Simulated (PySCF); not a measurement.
Molecule: SMILES C1C(F)CCC1, C$_{5}$H$_{9}$F.

Molfile (atoms numbered from 1):
```
C5H9F
     RDKit          3D

 15 15  0  0  0  0  0  0  0  0999 V2000
   -1.0414   -0.0649    1.7838 F   0  0  0  0  0  0  0  0  0  0  0  0
   -1.1867    0.0615    0.4114 C   0  0  0  0  0  0  0  0  0  0  0  0
   -0.3477    1.2322   -0.0650 C   0  0  0  0  0  0  0  0  0  0  0  0
    1.0922    0.6954   -0.0443 C   0  0  0  0  0  0  0  0  0  0  0  0
    0.9681   -0.8442   -0.1630 C   0  0  0  0  0  0  0  0  0  0  0  0
   -0.5378   -1.1341   -0.2593 C   0  0  0  0  0  0  0  0  0  0  0  0
   -2.2642    0.1660    0.2010 H   0  0  0  0  0  0  0  0  0  0  0  0
   -0.4999    2.1215    0.5639 H   0  0  0  0  0  0  0  0  0  0  0  0
   -0.6605    1.4928   -1.0891 H   0  0  0  0  0  0  0  0  0  0  0  0
    1.5828    0.9659    0.9017 H   0  0  0  0  0  0  0  0  0  0  0  0
    1.7000    1.1309   -0.8507 H   0  0  0  0  0  0  0  0  0  0  0  0
    1.5159   -1.2449   -1.0282 H   0  0  0  0  0  0  0  0  0  0  0  0
    1.3885   -1.3293    0.7296 H   0  0  0  0  0  0  0  0  0  0  0  0
   -0.8402   -2.0779    0.2173 H   0  0  0  0  0  0  0  0  0  0  0  0
   -0.8702   -1.1704   -1.3094 H   0  0  0  0  0  0  0  0  0  0  0  0
  1  2  1  0
  2  3  1  0
  3  4  1  0
  4  5  1  0
  5  6  1  0
  6  2  1  0
  2  7  1  0
  3  8  1  0
  3  9  1  0
  4 10  1  0
  4 11  1  0
  5 12  1  0
  5 13  1  0
  6 14  1  0
  6 15  1  0
M  END
```

Geometry PBE0-D3(BJ)/def2-SVP throughout; GIAO in PySCF 2.14, gas phase, one conformer, non-relativistic; equivalent atoms averaged; basis pcSseg-1.

**Question.** How do the shifts δ (against CFCl3, TMS at the same level) depend on the functional? (ppm; last column core-seconds on shared hosts with different chips, so compare them loosely)

**Answer.** 
```
functional                    kind      F1     C2  C3/C6  C4/C5    H7  H8/H14  H10/H13  H11/H12  H9/H15  core-s
        HF            Hartree–Fock  -171.0   86.3   31.6   20.1  4.46    1.91     1.76     1.51    0.98     5.7
       LDA                     LDA  -224.0  103.7   37.6   23.3  5.20    2.03     2.00     1.70    1.37      15
       PBE                     GGA  -215.8  100.1   37.0   24.5  5.06    1.97     1.95     1.67    1.34      20
      BLYP                     GGA  -213.6  101.6   38.0   25.5  5.04    1.97     1.95     1.66    1.33      20
      BP86                     GGA  -218.2  100.3   37.2   24.6  5.06    1.98     1.95     1.66    1.32      20
      OPBE                     GGA  -208.2   95.3   35.3   24.5  4.98    1.96     1.94     1.65    1.34      21
       KT2                     GGA  -223.2   96.6   35.9   23.8  5.05    2.00     1.91     1.67    1.25      35
       KT3                     GGA  -212.0   95.1   35.7   24.8  4.95    1.97     1.91     1.66    1.27      34
     B97-D                     GGA  -212.0   98.1   36.7   25.0  5.01    1.98     1.94     1.66    1.31      35
     B3LYP           global hybrid  -204.1   98.5   36.7   24.0  4.87    1.96     1.90     1.63    1.23      24
      PBE0           global hybrid  -203.1   96.3   35.5   23.1  4.84    1.96     1.89     1.62    1.21      22
  mPW1PW91           global hybrid  -203.1   96.3   35.6   23.3  4.82    1.95     1.89     1.61    1.20      24
      WP04           global hybrid  -200.5  100.2   37.3   26.6  4.68    1.93     1.84     1.56    1.21      20
     B97-2           global hybrid  -201.7   95.4   35.4   23.6  4.83    1.95     1.89     1.62    1.21      25
 BHandHLYP           global hybrid  -190.0   94.1   34.8   22.4  4.68    1.94     1.85     1.58    1.12      23
 CAM-B3LYP  range-separated hybrid  -195.5   97.8   36.0   22.8  4.82    1.95     1.89     1.62    1.20      25
   wB97X-D  range-separated hybrid  -198.4   96.2   35.6   22.9  4.78    1.94     1.87     1.60    1.17      22
   LC-wPBE  range-separated hybrid  -186.8   95.9   34.6   21.6  4.73    1.91     1.86     1.57    1.17      31
```

**Question.** Which nucleus moves most, in ppm?

**Answer.** F1 (fluorine on an sp3 carbon): from -224.0 ppm with LDA to -171.0 ppm with HF. The smallest spread is 0.12 ppm, at H8/H14. Proton shifts span only some 12 ppm, so a few tenths of a ppm matter as much there as several ppm in carbon.
